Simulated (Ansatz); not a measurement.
We consider CsCl-type TlBr, described by HSE06 (Ansatz, a first-principles code, PAW).

Run with plane-wave cutoff 520 eV, 6×6×6 k mesh, scalar-relativistic PAW data made under PBE.

Computed at the level's own relaxed cell.

Hill averages of the elastic tensor: K = 20.3 GPa, G = 8.0 GPa. Volume 32.839 Å³/atom, mean atomic mass 142.144 u.

### Question
Work out the density, the sound velocities of a polycrystal and the elastic Debye temperature at this level.

### Answer
ρ = 1.66054 × 142.144/32.839 = 7.188 g/cm³. v_l = √[(K + 4G/3)/ρ] = 2.076 km/s and v_t = √(G/ρ) = 1.055 km/s. The mean follows from 3/v_m³ = 1/v_l³ + 2/v_t³: v_m = 1.182 km/s. Θ_D = (ħ/k_B) v_m (6π²/V)^(1/3) = 76.38 K Å s/km × 1.182 × 1.2172 Å⁻¹ = 110 K, counting all atoms of the cell.
